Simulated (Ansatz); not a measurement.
**BFHN (SMILES N=BF): single points off equilibrium**

One table from this session's results is given with a row withheld; the runs are named, their logs left out.

Computed with Ansatz 0.2.0, Gaussian basis. Level: single points in def2-TZVPP.

Correlated methods freeze the cores.

### The starting structure

SMILES `N=BF`, 4 atoms, charge 0, spin multiplicity 1.

Atoms are counted from 1 here; the program's logs count them from 0.

Bond lengths: N1–B2 1.244 Å, N1–H4 1.011 Å, B2–F3 1.297 Å. Angles: B2–N1–H4 173.0°, N1–B2–F3 169.3°.

As a file:

```xyz
4
BFHN
N     0.6539   -0.1343   -0.0532
B    -0.5733    0.0542    0.0313
F    -1.8117    0.2612    0.3580
H     1.6481   -0.2123   -0.2195
```

The first run:

run/in.yaml reads:

```yaml
crystal:
  periodic: [false, false, false]
  atoms:
    - {symbol: N, position_ang: [0.653900, -0.134300, -0.053200]}
    - {symbol: B, position_ang: [-0.573300, 0.054200, 0.031300]}
    - {symbol: F, position_ang: [-1.811700, 0.261200, 0.358000]}
    - {symbol: H, position_ang: [1.648100, -0.212300, -0.219500]}
basis:
  gaussian: {orbitals: def2-TZVPP}
correlation: {method: ccsd_t}
output: {forces: true}
```

The command line of these runs was not kept.

Among the steps run: CCSD(T)/def2-TZVPP; PBE0-D4/def2-TZVPP; wB97M-V/def2-TZVPP; r2SCAN-D4/def2-TZVPP; PBE-D4/def2-TZVPP; r2SCAN0-D4/def2-TZVPP; CAM-B3LYP-D4/def2-TZVPP.

One table of the session follows, with a row left open; its other results are not shown here.

```
      method  RMS force component (eV/Å)  angle to CCSD(T) forces (°)  dipole (D)
     CCSD(T)                       0.474                    reference        0.69
     PBE0-D4                       0.455                         28.7        0.61
     wB97M-V                       0.481                         26.5        0.57
   r2SCAN-D4                       0.437                         18.3        0.56
      PBE-D4                       0.408                         14.3        0.59
  r2SCAN0-D4                       0.535                         39.2        0.58
CAM-B3LYP-D4                           ?                            ?           ?
```

Q: Estimate the row for CAM-B3LYP-D4 from the others.

The run gave: RMS force component (eV/Å): 0.500; angle to CCSD(T) forces (°): 42.0; dipole (D): 0.62. In the column «RMS force component (eV/Å)» it lies between wB97M-V (0.481) and r2SCAN0-D4 (0.535).
